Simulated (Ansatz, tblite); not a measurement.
# TeF2: removing an electron

One table from this session's results is given with a row withheld; the runs are named, their logs left out.

Program: Ansatz 0.2.0, Gaussian basis. Level of theory: as each input shows. These are calculated values, not measurements.

The runs, in order: charge +1 doublet, at the geometry of the singlet (PBE0-D4/def2-TZVP, PBE-D4/def2-TZVP, r2SCAN-D4/def2-TZVP, CCSD(T)/def2-TZVPP); charge +1 doublet, relaxed (PBE0-D4/def2-TZVP, PBE-D4/def2-TZVP); the starting singlet's energies come from earlier runs.

2 further runs of the same task are left out: 2 set aside as unsound or not needed.

## The geometry

The singlet was relaxed beforehand with PBE0-D4/def2-TZVP.

3 atoms, charge 0, spin multiplicity 1.

Atoms are counted from 1 here; the program's logs count them from 0.

Bond lengths: Te1–F2 1.890 Å, Te1–F3 1.890 Å. Angles: F2–Te1–F3 94.7°.

Te takes a core potential in the def2 sets. No spin-orbit coupling is included.

Set-up of the first run:

Input file in.yaml:

```yaml
crystal:
  periodic: [false, false, false]
  atoms:
    - {symbol: Te, position_ang: [0.004674, -0.007487, -0.853383]}
    - {symbol: F, position_ang: [1.387508, -0.017822, 0.434488]}
    - {symbol: F, position_ang: [-1.392183, 0.025319, 0.418885]}
basis:
  gaussian: {orbitals: def2-TZVP}
total_charge: 1
magnetization: {spin_polarized: true, initial_magnetization: 1}
hamiltonian: {xc: pbe0, dispersion: d4}
output: {orbitals: {seedname: orbitals}}
```

Command:

```console
> ansatz run in.yaml --threads 4 --pin off --events-out ev --progress --plain --max-ram 3916MiB
```

Steps of the session up to this table: Charge +1 doublet at the fixed geometry, PBE0-D4/def2-TZVP; Charge +1 doublet at the fixed geometry, PBE-D4/def2-TZVP; Charge +1 doublet at the fixed geometry, r2SCAN-D4/def2-TZVP; Charge +1 doublet at the fixed geometry, CCSD(T)/def2-TZVPP.

One table of the session follows, with a row left open; its other results are not shown here.

It belongs to the step «Vertical ionisation energy». 

| method | vertical ionisation energy (eV) |
| --- | --- |
| HF/def2-TZVPP | ? |
| PBE-D4/def2-TZVP | 8.95 |
| r2SCAN-D4/def2-TZVP | 9.05 |
| PBE0-D4/def2-TZVP | 9.20 |
| MP2/def2-TZVPP | 9.19 |
| CCSD/def2-TZVPP | 9.24 |
| CCSD(T)/def2-TZVPP | 9.19 |

Estimate the missing values for HF/def2-TZVPP.

The run gave: vertical ionisation energy (eV): 8.67. In the column «vertical ionisation energy (eV)» it is the lowest.
